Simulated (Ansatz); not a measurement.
For 3C-SiC, PBE (Ansatz, a quantum-chemistry and plane-wave program, plane waves, PAW) gives:

| Property | Result |
|---|---|
| equilibrium lattice constant a | 4.380 Å |
| bulk modulus | 213 GPa |
| band gap at the measured cell | 1.36 eV |
| elastic constant C11 | 384 GPa |
| elastic constant C44 | 239 GPa |
| polycrystal shear modulus | 186 GPa |
| formation enthalpy | -0.204 eV/atom |

Task: What does HSE06 (Ansatz, PAW) give for the same quantities?

Result: 
- lattice constant a: 4.349 Å (drops by 0.7 %)
- bulk modulus: 233 GPa (rises by 9.4 %)
- band gap at the measured cell: 2.23 eV (rises by 0.87 eV)
- elastic constant C11: 417 GPa (rises by 8.6 %)
- elastic constant C44: 260 GPa (grows by 8.8 %)
- Voigt–Reuss–Hill shear modulus: 202 GPa (increases by 8.6 %)
- formation enthalpy: -0.277 eV/atom (moves by -0.073 eV/atom)

For comparison: lattice constant a 4.346 Å (measured, static lattice: zero-point anharmonic expansion removed, our sources range from 4.341 to 4.348; as tabulated in Mejia-Rodriguez and Trickey (2018), arXiv:1807.09216); bulk modulus 229 GPa (measured, 0 K value with the zero-point phonon effect removed; as tabulated in Mejia-Rodriguez and Trickey (2018), arXiv:1807.09216); band gap 2.53 eV (measured, zero-point renormalisation of 0.11 eV added back here (the table's ZPR column); inputs from Chen et al. (2018), doi:10.1103/physrevmaterials.2.073803); elastic constant C11 390 GPa (measured, temperature not stated, not corrected to a static lattice; as tabulated in Råsander and Moram (2015), arXiv:1505.02379); elastic constant C44 256 GPa (measured, temperature not stated, not corrected to a static lattice; as tabulated in Råsander and Moram (2015), arXiv:1505.02379); formation enthalpy -0.358 eV/atom (measured, 0 K, zero-point vibrations removed by harmonic ab initio phonons, 0 K static; as tabulated in Harl and Kresse (2009), doi:10.1103/physrevlett.103.056401).

Changes are worked out from the printed values.

Unless a cell is named, each level is at its own relaxed cell (PBE 10.50, HSE06 10.28 Å³/atom).

Density-functional gaps are differences of (generalised) Kohn–Sham levels.

Caveats: exact exchange on metals is sensitive to the k mesh and can open a false gap (HSE06). Ansatz's density-functional and Hartree–Fock values are scalar-relativistic unless marked +SOC, with PAW data made under PBE.
